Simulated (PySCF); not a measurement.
Property card for 4-cyanopyridine radical anion, `N#Cc1ccncc1` [SMILES of the parent framework; charge -1 and doublet state]

4-cyanopyridine radical anion, C6H4N2 (charge -1 and doublet state).
Atom-mapped SMILES: `[N:1]#[C:2][c:3]1[cH:4][cH:5][n:6][cH:7][cH:8]1` (hydrogens: H9 on C4; H10 on C5; H11 on C7; H12 on C8)

From PBE0-D3(BJ)/def2-SVP geometry optimisation, gas phase (PySCF):

| Item | Value |
| --- | --- |
| Point group | C2v |
| Rotational constants A, B, C | 5.977, 1.505, 1.202 GHz |

From UKS B3LYP, IGLO-III on C N, pcH-1 on H, non-relativistic, mean-field spin-orbit, GIAO (PySCF):

| Property | Result |
| --- | --- |
| Isotropic g value | 2.00290 |
| Principal g values | 2.00213, 2.00276, 2.00380 |
| Spin squared ⟨S²⟩ | 0.760 |
| Largest Mulliken spin population | 0.32 on C3 |
| Largest isotropic hyperfine couplings (means over sets of like nuclei) | 13C -25.5 (C2), 13C +18.1 (C3), 14N +13.4 (N6), 13C -12.1 (C5/C7), 1H -8.4 (H9/H12) MHz |

Monoisotopic mass of the ion (most abundant isotopes, electron mass counted): 104.0380 u.

g_iso is shifted by about +580 ppm from the free-electron value 2.002319; the principal values span 0.0017. With B = h/(8π²I), that is 505.379 GHz u Å² over I, the principal moments of inertia are 84.6, 335.9 and 420.5 u Å² (most abundant isotopes). ⟨S²⟩ is 0.010 above the pure-spin value S(S + 1) = 0.75. The rotational constants make it an asymmetric top with κ = (2B − A − C)/(A − C) = -0.87, nearer the prolate limit (−1).

Whether the extra electron is bound in the gas phase wasn't checked; a finite basis holds it in any case. The geometry's basis has no diffuse functions, a weakness for an anion.

For the geometry optimisation (PBE0-D3(BJ)/def2-SVP), hardware: Arm Neoverse V2, one thread, no GPU, shared host. Cost: 82 s of wall time.
